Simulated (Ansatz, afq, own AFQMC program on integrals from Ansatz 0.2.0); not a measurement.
## CH2Ge, singlet in cc-pVDZ, levels against CCSDT(Q)

```csv
atom,x (Å),y (Å),z (Å)
Ge,0.0000,0.0000,0.3030
C,0.0000,0.0000,-1.4834
H,0.0000,-0.9122,-2.0790
H,0.0000,0.9122,-2.0790
```

Connectivity, by distances: Ge–CH2.

Basis cc-pVDZ. Only valence electrons are correlated. Integrals, coupled cluster, full CI and functionals: Ansatz 0.2.0; the random walks run on the same integrals in our own AFQMC program. The CISD trial takes its coefficients from CCSD amplitudes. Released means that phaseless walkers are propagated on without the constraint, phases kept. ± is one standard error of the sampling. No spin–orbit coupling.

Determinant: RHF, the one that the program's search chose, which needn't be the lowest solution. The geometry is a PBE0/def2-TZVP stationary point of this or a neighbouring charge and spin state.

No full CI on the walks' own integrals is used here; CCSDT(Q) serves as the reference and is uncertain by about the last step of the cluster series.

Cautions: no relativity below Rb; no spin-orbit coupling; inner d shell frozen; higher spins were not checked; restricted determinant unstable towards unrestricted (UHF 127 meV lower, ⟨S²⟩ 0.40).

- T1 diagnostic: 0.0157
- weight of the determinant in the CISD state: 0.863
- size of the correlated space: 10 electrons in 36 orbitals

Reference: CCSDT(Q), correlation energy -6.838 eV. The released energy is read at 2.40 1/Eh (meV from the phaseless value at times in 1/Eh: 9 ± 19 at 0.24, 3 ± 16 at 0.51, 29 ± 12 at 0.99, 29 ± 17 at 1.62, 38 ± 18 at 2.40).

| level | E − E(reference) (kJ/mol) | share of correlation (%) |
| --- | --- | --- |
| HF | 659.7 | 0.00 |
| MP2 | 100.4 | 84.78 |
| CCSD | 29.4 | 95.54 |
| CCSD(T) | 4.4 | 99.33 |
| CCSDT | 2.3 | 99.66 |
| ph-AFQMC/HF | 0.7 ± 7.5 | 99.90 |
| ph-AFQMC/CISD | -3.1 ± 2.5 | 100.46 |
| released AFQMC | 0.6 ± 1.7 | 99.92 |

A walk keeps the symmetry of its determinant, which the program's search chose and which needn't be the lowest solution, so a lower state of the same spin and another symmetry isn't excluded. Released energies are given only where the last usable release times agree within the noise; a slower fall can still hide under it.
